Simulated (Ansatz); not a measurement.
Process, species as SMILES: N#P (N-P) + 3 [H][H] (H2) → N (NH3) + P (PH3)
B3LYP-D3(BJ)/def2-TZVP geometries, fixed; electronic energies without zero-point terms.

Core correlation in the energy of full hydrogenation at CCSD(T) with Ansatz (a first-principles code), in kcal/mol: frozen core against 1s of Al to Cl frozen alone. Core-valence sets carry the plain set on hydrogen. A restricted Hartree-Fock determinant is unstable towards unrestricted orbitals. Costs are rough ratios of core time on shared machines of one kind.

```csv
basis,"functions, most",frozen core,1s of Al to Cl frozen alone,core term (second minus first),cost over frozen core
cc-pV(D+d)Z,38,-59.92,-60.74,-0.82,-
cc-pCVDZ,45,-61.23,-61.85,-0.63,-
cc-pV(T+d)Z,81,-63.75,-66.89,-3.14,-
cc-pCVTZ,102,-63.62,-63.91,-0.29,-
cc-pwCVTZ,102,-63.19,-63.31,-0.12,-
cc-pV(Q+d)Z,154,-65.42,-66.74,-1.32,1×
cc-pCVQZ,199,-65.23,-65.34,-0.11,1×
cc-pwCVQZ,199,-65.11,-65.14,-0.03,1×
```

The largest core-valence set, cc-pwCVQZ, gives a core term of -0.03 kcal/mol; the valence set cc-pV(Q+d)Z, which lacks functions for the core, gives -1.32.
